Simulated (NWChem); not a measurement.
Species: hydrogen chloride (HCl); SMILES Cl

Program: NWChem. Pople sets run with spherical d functions. Geometry: optimised at PBE0/def2-SVP. Computed dipoles belong to the equilibrium geometry; the measured one is vibrationally averaged.

Measured dipole moment: 1.08 D (NIST CCCBDB, as tabulated in the package chemicals).

Task: Which of these levels lies farthest from the measured value, and how do the others fare: B3LYP/STO-3G; B3LYP/6-311++G**; B3LYP/aug-cc-pVTZ; B3LYP/def2-SVPD; B3LYP/6-31+G*; B3LYP/6-31G*; B3LYP/3-21G; B3LYP/def2-SVP; B3LYP/def2-TZVP?

Result: B3LYP/3-21G.
```tsv
level	dipole moment (D)	computed − measured
B3LYP/STO-3G	1.66	+0.58
B3LYP/3-21G	1.76	+0.68
B3LYP/6-31G*	1.47	+0.39
B3LYP/6-31+G*	1.50	+0.42
B3LYP/def2-SVP	1.31	+0.23
B3LYP/def2-SVPD	1.13	+0.05
B3LYP/def2-TZVP	1.24	+0.16
B3LYP/6-311++G**	1.40	+0.32
B3LYP/aug-cc-pVTZ	1.12	+0.04
```
